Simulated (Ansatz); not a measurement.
Two isomers of C3H5NO: A = `COC1=NC1`, B = `NC#CCO`.

Program: Ansatz. Geometries: PBE0-D4/def2-TZVP. ΔE: electronic, gas phase. CCSD(T)/CBS is the MP2 limit (def2-TZVPP, def2-QZVPP) plus CCSD(T) − MP2 in def2-TZVPP, frozen cores. DFT in def2-TZVPP. B3LYP here is the variant with VWN-RPA as its local correlation; programs differ in this. One conformer a species, not always the lowest.

**Question.** Which isomer does CCSD(T)/CBS put lower? Give the gap. (An estimate is asked.)

**Answer.** Computed: B, by 6.2 kcal/mol.

**Question.** Give E(B) − E(A) in kcal/mol with LDA (SPW92), PBE0-D4, HF/def2-TZVPP, CCSD(T)/def2-SVP, B3LYP-D4, r2SCAN-D4, MP2/def2-TZVPP. (An estimate is asked.)

**Answer.** Ansatz gave: LDA (SPW92) -4.7, PBE0-D4 -3.8, HF/def2-TZVPP -7.8, CCSD(T)/def2-SVP 0.4, B3LYP-D4 -6.1, r2SCAN-D4 -2.9, MP2/def2-TZVPP -5.1. The order is the other way round with CCSD(T)/def2-SVP.

**Question.** Does the order hold for the free energy at 298.15 K (harmonic terms from PBE0-D4)? (Estimate.)

**Answer.** The calculation gave: Yes: G(B) − G(A) = -7.0 kcal/mol, for one conformer each.

Largest T1 diagnostic: 0.013.

At CCSD(T), def2-SVP lies +6.6 kcal/mol from the extrapolated value and def2-TZVPP +2.1 kcal/mol. From r2SCAN to r2SCAN0 (25 % exact exchange), in def2-TZVPP and without D4, E(B) − E(A) moves by −1.1 kcal/mol.
